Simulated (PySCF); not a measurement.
An unknown is described by computed data only.

Formula: C3H2ClPS.

* UV, strongest line: among the 10 lowest singlet transitions: S6 at 5.91 eV (210 nm, f = 0.251) [TDDFT B3LYP/def2-SVPD]
* UV, first state: lowest singlet excitation: 4.69 eV (265 nm, f = 0.071) [TDDFT B3LYP/def2-SVPD]
* Dipole: 0.59 D [B3LYP/def2-SVPD]
* 13C NMR: chemical shifts (computed TMS as zero) by class: 167.1 (1 C), 157.3 (1 C), 151.4 (1 C) ppm [GIAO B97-2/pcSseg-2]
* Rotational structure: rotational constants A, B, C: 4.139, 1.412, 1.053 GHz [PBE0-D3(BJ)/def2-SVP]
* Valence photoelectron: vertical ionisation energy: 8.84 eV [ΔSCF B3LYP/def2-SVPD]
* Triplet: lowest triplet excitation (Tamm–Dancoff): 2.99 eV [TDA B3LYP/def2-SVPD]
* Polarisability: 90.7 au [B3LYP/def2-SVPD]

Electronic properties: PySCF, gas phase, density fitting. Levels stand in brackets. Geometry: PBE0-D3(BJ)/def2-SVP; no solvent, vibrations or thermal averaging. Each NMR value is the plain mean over a class of atoms that symmetry, rotation or inversion makes alike.

Problem. Give a SMILES that accounts for the data.

Solution. Numbering: `[Cl:1][c:2]1[cH:3][p:4][cH:5][s:6]1`. 3 carbons fall into 3 classes; from least to most shielded: aromatic CH next to a ring sulfur [C5] (167.1 ppm), aromatic C–Cl carbon [C2] (157.3 ppm), aromatic CH carbon [C3] (151.4 ppm). S1 is mainly HOMO→LUMO (weight 0.93); the largest Löwdin shares of the orbital it empties are 0.28 on the aromatic CH next to a ring sulfur, 0.25 on the phosphorus bonded to 2 C, 0.14 on the aromatic C–Cl carbon and 0.13 on the aryl chlorine, of the orbital it fills 0.28 on the phosphorus bonded to 2 C, 0.27 on the aromatic CH next to a ring sulfur, 0.22 on the thiophene-type sulfur and 0.10 on the aromatic C–Cl carbon. The optimised geometry has point group Cs and is an asymmetric top. Structure: `Clc1cpcs1`. Computed isomers that give other values at the same levels: `Clc1pccs1` (rotational constant A: 3.328 GHz; this holds for the one conformer computed). The assignments are read from this structure; whether some other isomer fits the data as well wasn't checked.
